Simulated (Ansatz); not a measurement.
System: C₃H₃, charge 0, doublet. C3H3 (SMILES [CH]1C=C1, doublet).
B3LYP-D3(BJ)/def2-TZVP minimum from Ansatz (a program for electronic structure):
```xyz
6

C      0.0018     0.0071     0.8842
C      0.0467    -0.6576    -0.4096
C      0.0561     0.6501    -0.4202
H     -0.7909     0.0189     1.6308
H      0.0705    -1.5781    -0.9660
H      0.0930     1.5610    -0.9914
```
Charge 0, spin multiplicity 2.

Hartree-Fock and CCSD(T) correlation energies in hartree (Ansatz). Open shells are spin-unrestricted; no spin-orbit coupling. Correlated methods leave the cores frozen. No relativity.

```csv
basis,X,E(HF),"E(corr, CCSD(T))"
cc-pVTZ,3,-115.23476,-0.49340
cc-pVQZ,4,-115.24229,-0.51871
cc-pV5Z,5,-115.24405,withheld
```

Problem. Fit E(corr) = E∞ + A/X³ to X = 3 and 4, predict X = 5, and compare with the run.

Solution. A = (-0.49340 - (-0.51871))/(1/27 - 1/64) = 1.1820; E∞ = -0.51871 - A/64 = -0.53718; at X = 5, E∞ + A/125 = -0.52772. The run gave -0.52687, 0.85 mEh above the prediction. The same form on X = 4 and 5 gives E∞ = -0.53543, 1.75 mEh above the first estimate.
